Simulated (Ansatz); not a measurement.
Conformers of C5H10O (`C=COCCC`), each relaxed with PBE0-D4/def2-TZVP in Ansatz. CBS adds the triple-zeta coupled-cluster correction to the MP2 limit.

Not all of them had a frequency check.

Conformer A:

Z-matrix (Å, degrees):
```
C
C 1 1.510
O 1 1.415 2 108.6
H 1 1.099 2 110.8 3 120.0
H 1 1.097 2 111.1 3 -120.2
C 2 1.519 1 113.3 3 -63.6
H 2 1.095 1 108.6 3 59.2
H 2 1.095 1 107.6 3 174.3
C 3 1.343 1 116.9 2 178.9
H 6 1.094 2 111.0 1 -59.9
H 6 1.092 2 111.2 1 -179.9
H 6 1.091 2 110.9 1 59.9
C 9 1.330 3 128.2 1 0.1
H 9 1.085 3 110.2 1 -179.9
H 13 1.081 9 118.6 3 -180.0
H 13 1.081 9 123.6 3 0.0
```

Conformer B:

Cartesian coordinates in Å:
```
C 1.388 0.243 -2.424
C 0.946 1.283 -1.723
O 0.275 1.274 -0.559
C -0.004 0.009 0.006
C -0.755 0.213 1.299
C -1.094 -1.108 1.967
H 1.251 -0.785 -2.121
H 1.915 0.430 -3.350
H 1.101 2.303 -2.057
H 0.937 -0.530 0.182
H -0.598 -0.586 -0.701
H -1.668 0.779 1.090
H -0.147 0.832 1.965
H -1.636 -0.948 2.901
H -0.191 -1.678 2.202
H -1.721 -1.731 1.323
```

Question: Which is lowest in electronic energy at CCSD(T)/CBS (frozen core, def2 sets), and by how much? (Estimate.)

Answer: Computed: A; B lies 0.5 kJ/mol higher. Gaps under about 2 kJ/mol don't settle the order.

Question: Give the energies relative to A (kJ/mol) with r2SCAN-D4/def2-TZVPP, ωB97M-V/def2-TZVPP, B2PLYP/def2-TZVPP, MP2/def2-QZVPP, SCS-MP2/def2-QZVPP, HF/CBS(def2), MP2/CBS(def2). (Best estimate.)

Answer: Computed: 
```json
{"level": "r2SCAN-D4/def2-TZVPP", "B": "0.8"}
{"level": "ωB97M-V/def2-TZVPP", "B": "1.0"}
{"level": "B2PLYP/def2-TZVPP", "B": "0.5"}
{"level": "MP2/def2-QZVPP", "B": "1.0"}
{"level": "SCS-MP2/def2-QZVPP", "B": "0.6"}
{"level": "HF/CBS(def2)", "B": "-0.8"}
{"level": "MP2/CBS(def2)", "B": "0.9"}
```
